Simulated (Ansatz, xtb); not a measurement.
**CHBS: which of two structures lies lower**

Structure a is a singlet given by its coordinates and structure b is the triplet with the links of `B=C=S`. Both are isolated molecules in the gas phase, relaxed with B3LYP-D3(BJ)/def2-SVP.

a (Å):

| atom | x (Å) | y (Å) | z (Å) |
| --- | --- | --- | --- |
| C | 0.4622 | -1.3842 | -0.8946 |
| B | 0.2562 | -0.1461 | -0.0178 |
| S | -1.0263 | -1.3489 | 0.0643 |
| H | 0.5692 | 0.9136 | 0.4244 |

Close contacts (Å): C1–B2 1.53, C1–S3 1.77, B2–S3 1.76, B2–H4 1.19.

b (Å):

```xyz
4

C     0.0000    0.0000   -0.5933
B     0.0000    0.0000    0.7925
S     0.0000    0.0000   -2.1728
H     0.0000    0.0000    1.9737
```

**Question.** Estimate which is lower in electronic energy at CCSD(T)/def2-TZVPP, and by roughly how much.

**Answer.** The CCSD(T)/def2-TZVPP calculation puts structure b lower, by 0.375 eV.

Level by level:

```json
{"level": "B3LYP-D3(BJ)/def2-SVP", "geometry": "B3LYP-D3(BJ)/def2-SVP", "E(b) − E(a) (eV)": "−0.844", "departure from the last row (eV)": "−0.469", "job, with rough time for the two": "optimisation, 51 s"}
{"level": "HF/def2-TZVPP", "geometry": "B3LYP-D3(BJ)/def2-SVP", "E(b) − E(a) (eV)": "−0.939", "departure from the last row (eV)": "−0.564", "job, with rough time for the two": "part of the CCSD(T) run"}
{"level": "MP2/def2-TZVPP", "geometry": "B3LYP-D3(BJ)/def2-SVP", "E(b) − E(a) (eV)": "−0.388", "departure from the last row (eV)": "−0.013", "job, with rough time for the two": "part of the CCSD(T) run"}
{"level": "CCSD(T)/def2-TZVPP", "geometry": "B3LYP-D3(BJ)/def2-SVP", "E(b) − E(a) (eV)": "−0.375", "departure from the last row (eV)": "", "job, with rough time for the two": "single point, 57 s"}
```

None of the levels shown reverses the order. The largest departure from CCSD(T)/def2-TZVPP is that of HF/def2-TZVPP, 0.564 eV. Levels run at GFN2-xTB geometries aren't shown. The triplet state of b needn't be its ground state.

With harmonic frequencies from B3LYP-D3(BJ)/def2-SVP (ideal gas, rigid rotor, one conformer each, 298.15 K, 1 atm): on the last row, ΔE + ΔZPE = −0.358, ΔH = −0.349, ΔG = −0.334 eV.

The T1 diagnostic of structure a is large, so the coupled-cluster value is less sure. Open shells are spin-unrestricted. The correlated steps freeze 7 core orbitals. ΔG holds the spin degeneracy. Run with Ansatz 0.2.0; the last row on 1 thread of AMD EPYC (Zen 3) on a shared host.
